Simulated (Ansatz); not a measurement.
A made-up structure of NaAlNH₃, singlet:

N1  (-0.677, 0.430, -0.870)
Al2  (0.444, -0.048, 0.726)
Na3  (1.805, -2.969, 1.104)
H4  (-1.165, 1.435, -1.033)
H5  (-0.911, -0.261, -1.731)
H6  (0.505, 1.412, 1.804)
(Å)

It is relaxed with PBE-D4/def2-SVP and then PBE0-D4/def2-TZVP (Ansatz 0.2.0). Atoms count as bonded within 1.22 times the sum of their covalent radii (H–H: 0.88 Å). The end point is not checked to be a true minimum.

**Question.** Does its bonding change? (A judgement: the text doesn't fix the answer.)

**Answer.** Computed: No: no bond forms or breaks.

Where it ends: The first stage lowers the energy by 0.91 eV in 6 steps. It ends as NaAlNH₃ ([NH2][AlH][Na]):
```xyz
6
angstrom
N -0.6047 0.3830 -0.7764
Al 0.3960 -0.0419 0.6491
Na 1.6107 -2.6503 0.9858
H -1.0415 1.2805 -0.9229
H -0.8115 -0.2329 -1.5458
H 0.4510 1.2617 1.6101
```

Labels in which every atom is bracketed show which atoms are joined, not bond orders.

For scale, one of the runs: PBE0-D4/def2-TZVP relaxation, 118 basis functions, launched by `ansatz run in.yaml --threads 2 --pin off --events-out ev --progress --plain --max-ram 4352MiB`. Hardware: 2 CPU threads of an Arm Neoverse V1, shared host. Wall time about 16 s.
